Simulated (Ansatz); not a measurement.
# Cost against result

The pair of HCl (SMILES Cl, atoms 1–2) and F2 (SMILES FF, atoms 3–4), both closed shells, in one local arrangement (a lower one may exist), relaxed at PBE0-D4/def2-TZVP:

Cl1  (-0.244, -0.080, -2.196)
H2  (0.168, 0.049, -0.992)
F3  (0.646, 0.201, 1.331)
F4  (-0.570, -0.170, 1.858)
(Å)

Interaction energies are counterpoise-corrected; the time is that of the whole pair.

Computed with Ansatz 0.2.0 (basis: as named in each row); correlated methods freeze the cores. B3LYP uses VWN-RPA correlation. Extrapolation: Hartree–Fock as exp(−7.88 √X), correlation as X^−2.97.

Times are rough, for one single point on 2 threads of a shared host (Arm Neoverse V1).

The estimate by CCSD(T) at an estimated basis limit (MP2 extrapolated from triple and quadruple zeta, plus CCSD(T) − MP2 in triple zeta) is -2.5 kJ/mol.

```json
{"method": "HF", "basis": "STO-3G", "time (s)": "under 1", "interaction energy (kJ/mol)": "0.5", "method less estimate": "2.9"}
{"method": "PBE-D4", "basis": "STO-3G", "time (s)": "under 1", "interaction energy (kJ/mol)": "-7.0", "method less estimate": "-4.6"}
{"method": "SPW92", "basis": "def2-SVP", "time (s)": "under 1", "interaction energy (kJ/mol)": "-5.8", "method less estimate": "-3.3"}
{"method": "PBE-D4", "basis": "def2-SVP", "time (s)": "under 1", "interaction energy (kJ/mol)": "-4.1", "method less estimate": "-1.6"}
{"method": "B3LYP-D4", "basis": "6-31G", "time (s)": "under 1", "interaction energy (kJ/mol)": "-3.3", "method less estimate": "-0.8"}
{"method": "PBE0-D4", "basis": "def2-SVP", "time (s)": "under 1", "interaction energy (kJ/mol)": "-3.3", "method less estimate": "-0.8"}
{"method": "CCSD(T)", "basis": "def2-SVP", "time (s)": "under 1", "interaction energy (kJ/mol)": "-0.8", "method less estimate": "1.7"}
{"method": "revPBE-D4", "basis": "def2-TZVPPD", "time (s)": "under 1", "interaction energy (kJ/mol)": "-1.9", "method less estimate": "0.5"}
{"method": "PBE-D4", "basis": "def2-TZVPPD", "time (s)": "1", "interaction energy (kJ/mol)": "-3.3", "method less estimate": "-0.9"}
{"method": "BLYP-D4", "basis": "def2-TZVPPD", "time (s)": "1", "interaction energy (kJ/mol)": "-1.9", "method less estimate": "0.5"}
{"method": "PBE0-D4", "basis": "def2-TZVPPD", "time (s)": "1", "interaction energy (kJ/mol)": "-2.6", "method less estimate": "-0.1"}
{"method": "HSE06-D4", "basis": "def2-TZVPPD", "time (s)": "2", "interaction energy (kJ/mol)": "-2.6", "method less estimate": "-0.2"}
{"method": "B3LYP-D4", "basis": "def2-TZVPPD", "time (s)": "2", "interaction energy (kJ/mol)": "-2.2", "method less estimate": "0.3"}
{"method": "wB97M-V", "basis": "def2-SVP", "time (s)": "2", "interaction energy (kJ/mol)": "-3.0", "method less estimate": "-0.5"}
{"method": "r2SCAN-D4", "basis": "def2-TZVPPD", "time (s)": "2", "interaction energy (kJ/mol)": "-2.8", "method less estimate": "-0.4"}
{"method": "B2PLYP", "basis": "def2-TZVPPD", "time (s)": "3", "interaction energy (kJ/mol)": "-1.3", "method less estimate": "1.1"}
{"method": "wB97X-V", "basis": "def2-TZVPPD", "time (s)": "4", "interaction energy (kJ/mol)": "-2.6", "method less estimate": "-0.1"}
{"method": "B97M-V", "basis": "def2-TZVPPD", "time (s)": "4", "interaction energy (kJ/mol)": "-2.8", "method less estimate": "-0.4"}
{"method": "wB97M-V", "basis": "def2-TZVPPD", "time (s)": "4", "interaction energy (kJ/mol)": "-2.4", "method less estimate": "0.1"}
{"method": "MP2", "basis": "def2-QZVPPD", "time (s)": "6", "interaction energy (kJ/mol)": "-2.4", "method less estimate": "0.0"}
{"method": "CCSD(T)", "basis": "def2-TZVPPD", "time (s)": "20", "interaction energy (kJ/mol)": "-2.0", "method less estimate": "0.4"}
```

No T1 diagnostic of these runs exceeds 0.013. The restricted Hartree–Fock reference is unstable towards an unrestricted one at one or more of these structures.
